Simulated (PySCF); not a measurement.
# SiS+: from the state search to spectroscopic constants

An exercise on one series of results from a longer session: the logs are not shown, and one member is left open.

Computed with PySCF 2.14.0. Level: Si aug-pcseg-1, S aug-pcseg-1, no relativity.

The first run:

Settings of the job:

| Property | Result |
| --- | --- |
| atoms | Si, S |
| charge | 1 |
| basis | Si aug-pcseg-1, S aug-pcseg-1 |
| Hamiltonian | no relativity |
| basis functions | 54 |
| electrons treated | 29 |
| masses in u | 27.9769, 31.9721 |
| levels | PBE0, PBE, r²SCAN, revPBE, PBEsol, TPSSh, HSE06, HF, MP2, SCS-MP2, CCSD, CCSD(T) |
| grid | 80 radial by 434 angular points |
| occupations | held fixed by the projection of orbital angular momentum |
| dissociation limit | Si+ + S, each in its ground configuration |
| starting distance in angstrom | 2.200 |
| values of 2S to try | 1, 3 |

Started as:

```bash
> OMP_NUM_THREADS=1 python dia.py task.json out
```

Steps of the session up to this table: Set-up; First curve: PBE0; Other states along the same grid; PBE (GGA); r²SCAN; revPBE; PBEsol (GGA); TPSSh (hybrid meta-GGA); HSE06 (range-separated hybrid); UHF (mean field); Correlated methods on the Hartree–Fock reference.

One of the session's tables, all rows but one given; the rest of the session is left out.

```
      level  Re (Å)  ωe (cm⁻¹)  De (eV)
        UHF   2.067        619     2.35
    UHF-MP2   2.083        601     3.48
UHF-SCS-MP2   2.084        597     3.40
   UHF-CCSD       ?          ?        ?
UHF-CCSD(T)   2.096        576     3.49
        PBE   2.112        555     4.17
     PBEsol   2.104        564     4.41
     revPBE   2.118        551     3.97
     r²SCAN   2.092        578     4.07
      TPSSh   2.095        576     3.90
       PBE0   2.085        590     3.92
      HSE06   2.087        587     3.91
```

Estimate the missing values for UHF-CCSD.

**Answer.** Re (Å): 2.086; ωe (cm⁻¹): 593; De (eV): 3.35. In the column «Re (Å)» it lies between PBE0 (2.085) and HSE06 (2.087).
